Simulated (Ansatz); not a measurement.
**How far each method lies from RCCSDTQ for H₂O, singlet**

Geometry: MP2(full)/6-31G*, from the G2/97 set.

```
atom   x (Å)    y (Å)    z (Å)
   O  0.0000   0.0000   0.0667
   H  0.0000   0.7632  -0.5296
   H  0.0000  -0.7632  -0.5296
```

Basis cc-pVTZ; Ansatz 0.2.0. Correlated methods freeze the noble-gas cores, which leaves 8 electrons in 57 orbitals. R marks a restricted (for open shells ROHF) determinant. Active spaces: valence = (8e, 6o) chosen from the atoms' valence shells.

Full CI isn't at hand for all of this; RCCSDTQ serves as the reference, and is uncertain by about the last step of the cluster series.

* UHF ⟨S²⟩: 0.000
* T1 diagnostic (RCCSD): 0.0067
* largest doubles amplitude (RCCSD): 0.048

| level | E − E(RCCSDTQ) (mEh) | share of correlation (%) | wall time |
| --- | --- | --- | --- |
| RHF | 276.32 | 0.00 | – |
| RMP2 | 13.98 | 94.94 | – |
| CISD | 19.01 | 93.12 | 1.2 s |
| RCCSD | 8.15 | 97.05 | – |
| RCCSD(T) | 0.41 | 99.85 | 1.3 s |
| BCCD(T) | 0.39 | 99.86 | 0.55 s |
| RCCSDT | 0.33 | 99.88 | – |
| RCCSDT(Q) | -0.04 | 100.01 | 10 s |
| CASSCF (valence space) | 222.10 | 19.62 | – |
| NEVPT2 (valence space) | 30.87 | 88.83 | 0.45 s |
| MRCISD (valence space) | 11.53 | 95.83 | – |
| MRCISD+Q (valence space) | 1.88 | 99.32 | 1.6 s (H100) |
| MRCISD+Q(relaxed) (valence space) | 0.93 | 99.66 | 3.7 s (H100) |

The correlation energy at RCCSDTQ, counted from RHF, is -7.519 eV. That run took 13 s on 2 threads of AMD EPYC 7R13 with a shared H100 80 GB, shared host.

Times hold each run's SCF and search for its determinant on a shared host, so for small cases they say little of a method's own cost; rows without a card ran on 1 thread of AMD EPYC 7R13.

Natural occupations of CASSCF (valence space) about the gap: 2.000 1.999 1.978 1.977 0.024 0.023; effectively unpaired electrons, Σ n²(2−n)², 0.01.
